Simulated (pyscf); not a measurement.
Single points on ωB97X-D3(BJ)/def2-SVP structures (PySCF, gas phase).

**Question.** For H₃C–Zn–OH (SMILES [CH3][Zn][OH]) + H₃C–OH (SMILES CO) → H₃C–CH₃ (SMILES CC) + HO–Zn–OH (SMILES [OH][Zn][OH]), a four-centre exchange (singlet surface; C–Zn, C–O broken, C–C, O–Zn formed), PBE/def2-TZVP gives ΔE‡ = 2.79 eV and ΔE = -0.89 eV (zero: the separated reactants). In which direction and how far do PBE0-D3(BJ)/def2-TZVP, M06-2X/def2-TZVP, ωB97M-D3(BJ)/def2-TZVP move these?

**Answer.** PBE0-D3(BJ): ΔE‡ = 3.05 eV, ΔE = -0.91 eV; M06-2X: ΔE‡ = 3.06 eV, ΔE = -0.96 eV; ωB97M-D3(BJ): ΔE‡ = 3.11 eV, ΔE = -0.93 eV. PBE's barrier lies under all of them, by 0.27 to 0.33 eV. Its reaction energy lies over all of them, by 0.01 to 0.07 eV. Low barriers are usual for a GGA, whose delocalisation error favours stretched bonds. On the reactant side the descent ends in an adduct with a O–Zn contact (not fully relaxed), 0.58 eV under the separated species and 3.72 eV under the saddle at ωB97X-D3(BJ)/def2-TZVP. What is counted as formed (O–Zn) is already present as a longer contact in the reactant adduct; forming that adduct is a step of its own. This is the saddle that the search found; another between the same sides may lie lower. Elements up to Kr have no core potential and no relativistic terms here.
